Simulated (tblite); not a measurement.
Compound: C3H5FS.
Cartesian coordinates in Å at the GFN2-xTB level; atoms count from 1:
```xyz
10
C3H5FS angstrom
C     -1.9038   -0.0726   -0.0157
S     -0.4196   -1.0029   -0.5098
C      0.8066    0.1148    0.0427
C      2.1038   -0.1181   -0.0850
F      3.0086    0.7762    0.3560
H     -2.7582   -0.6724   -0.3111
H     -1.9245    0.8814   -0.5342
H     -1.9041    0.0680    1.0612
H      0.4432    1.0209    0.5002
H      2.5569   -0.9907   -0.5267
```

Level: GFN2-xTB in tblite, geometry and Hessian alike; calculated harmonic values, unscaled, isolated species. Against measured fundamentals such values can be off by several per cent, at times by over 20. One conformer, not necessarily the lowest.

Harmonic wavenumbers (cm⁻¹): 57.2, 146.5, 158.9, 252.0, 313.8, 418.4, 664.8, 728.7, 839.2, 938.7, 944.5, 960.7, 1084.7, 1171.2, 1237.5, 1316.1, 1443.9, 1449.9, 1666.3, 3029.3, 3036.9, 3065.3, 3095.2, 3110.0.

A = 14889, B = 1699, C = 1540 MHz; mass 92.010 u (most abundant isotopes); point group Cs, symmetry number 1.

**Question.** Zero-point energy?

**Answer.** Half the sum of the wavenumbers: 15565 cm⁻¹ = 44.50 kcal/mol.

**Question.** What is S at 298.15 K and 1 bar for an ideal gas of classical rigid rotors and harmonic oscillators?

**Answer.** Translation 39.50, rotation 26.51, vibration 15.15: S = 81.2 cal/(mol K).

**Question.** And Cp and H(298.15 K) − H(0)?

**Answer.** Cp = 23.20 cal/(mol K), of which vibrations give 15.25 (their classical limit is 24 R = 47.7); H(298.15 K) − H(0) = 4.75 kcal/mol without the zero-point energy, 2.38 from vibrations.

**Question.** What must be added to the electronic energy to get the Gibbs energy at 298.15 K and 1 bar?

**Answer.** ZPE + [H(298.15 K) − H(0)] − T·S = 44.50 + 4.75 − 24.20 = 25.05 kcal/mol.

**Question.** How do the functions run with temperature in this model?

**Answer.** 
| T (K) | S (cal/(mol K)) | Cp (cal/(mol K)) | H − H(0) (kcal/mol) | G − H(0) (kcal/mol) | ln q(vib) |
| --- | --- | --- | --- | --- | --- |
| 100 | 61.7 | 13.9 | 1.07 | -5.11 | 0.86 |
| 200 | 72.9 | 18.6 | 2.70 | -11.88 | 2.26 |
| 300 | 81.3 | 23.3 | 4.79 | -19.60 | 3.63 |
| 500 | 95.3 | 31.6 | 10.33 | -37.30 | 6.25 |
| 800 | 112.0 | 39.5 | 21.10 | -68.49 | 9.92 |
| 1000 | 121.2 | 43.0 | 29.37 | -91.83 | 12.15 |

q(vib) and H(0) count from the zero-point level.

**Question.** Which modes carry the vibrational entropy at 298.15 K?

**Answer.** 57.2 cm⁻¹: 4.55; 146.5 cm⁻¹: 2.72; 158.9 cm⁻¹: 2.56; 252.0 cm⁻¹: 1.72; 313.8 cm⁻¹: 1.34; 418.4 cm⁻¹: 0.90 cal/(mol K); the other 18 give 1.36 together.

**Question.** Blend soft modes into free rotors: weight 1/[1 + (100 cm⁻¹/ν̃)⁴] for the oscillator and the rest for a rotor with moment μB/(μ + B), μ = h/(8π²ν), B = 10⁻⁴⁴ kg m². What vibrational entropy results?

**Answer.** 14.06 cal/(mol K) in place of 15.15, which changes −T·S at 298.15 K by +0.32 kcal/mol.

Hindered rotation and anharmonicity are outside this model. Other conformers, if any are populated, would add a mixing term that is left out.

Hardware: Arm Neoverse V1, one thread, on a shared host. This covers the Hessian and the dipole derivatives.
